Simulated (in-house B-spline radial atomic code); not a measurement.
Mg. Computed with a B-spline radial atomic code. Model: all-electron spherical atom, spin shells full or empty, radial basis limit, no spin-orbit coupling, Breit or QED, empty-state partial waves extrapolated as (l+1/2)^-4, RPA, G0W0 and static COHSEX of the highest shell as one setting changes (uncorrelated shells keep exact exchange).

Given: element Mg; charge 0; filled core Ne; hamiltonian non-relativistic; mean-field start HSE06; highest l of empty states 9; highest mean-field shell 3s.

Shell: 3s 1 1 (electrons up and down).

```
lowest nl shells left uncorrelated  RPA correlation energy (hartree)  G0W0 level (eV)  G0W0 minus most complete (meV)  COHSEX level (eV)  removal by RPA minus most complete (meV)
                                 0                          -0.66927          -7.5994                               0            -9.3535                                         0
                                 1                                 ?                ?                               ?                  ?                                         ?
                                 2                                 ?                ?                               ?                  ?                                         ?
                                 3                         -0.064919          -7.4685                           130.9            -9.1511                                    -118.9
```

What follows for lowest nl shells left uncorrelated = 2?

RPA correlation energy -0.40269 hartree; G0W0 level -7.6207 eV; G0W0 minus most complete -21.3 meV; COHSEX level -9.3924 eV; removal by RPA minus most complete 12.6 meV.

What follows for lowest nl shells left uncorrelated = 1?

RPA correlation energy -0.54905 hartree; G0W0 level -7.5982 eV; G0W0 minus most complete 1.3 meV; COHSEX level -9.3497 eV; removal by RPA minus most complete 0.2 meV.
